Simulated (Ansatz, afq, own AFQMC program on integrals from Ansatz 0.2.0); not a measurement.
## Where AFQMC and coupled cluster stand for BH₃⁺, doublet

```yaml
atoms:
  - { symbol: B, position_ang: [0.0000, -0.0425, 0.1306] }
  - { symbol: H, position_ang: [0.0000, 1.2583, -1.7808] }
  - { symbol: H, position_ang: [0.0000, -0.0425, 1.3048] }
  - { symbol: H, position_ang: [0.0000, -0.7603, -0.9242] }
```

Basis cc-pVDZ. Noble-gas cores (and the filled d shells of Ga–Kr and In–Xe) are frozen. Integrals, coupled cluster, full CI and functionals: Ansatz 0.2.0; the random walks run on the same integrals in our own AFQMC program. ph-AFQMC/CISD is guided by a CISD state made of CCSD amplitudes; releasing the constraint for a short imaginary time cuts its bias at the price of noise, slowly where states lie close. Error bars are statistical, one sigma.

Determinant: UHF, the one that the program's search chose, which needn't be the lowest solution. The geometry is a point of a scan.

Full CI on the same integrals is exact in this basis and with this determinant's frozen core.

- T1 diagnostic: 0.0135
- weight of the determinant in the CISD state: 0.953
- ⟨S²⟩ of the determinant: 0.755
- size of the correlated space: 5 electrons in 28 orbitals

(1) Estimate: order these by the size of their error in total energy against full CI, smallest first.
A. CCSD
B. MP2
C. phaseless AFQMC with a CISD trial
D. CCSD(T)

(1) C (0.2 ± 0.2 kJ/mol), D (1.0 kJ/mol), A (3.4 kJ/mol), B (54.5 kJ/mol).

Reference: full CI, correlation energy -2.166 eV.

A walk keeps the symmetry of its determinant, which the program's search chose and which needn't be the lowest solution, so a lower state of the same spin and another symmetry isn't excluded.
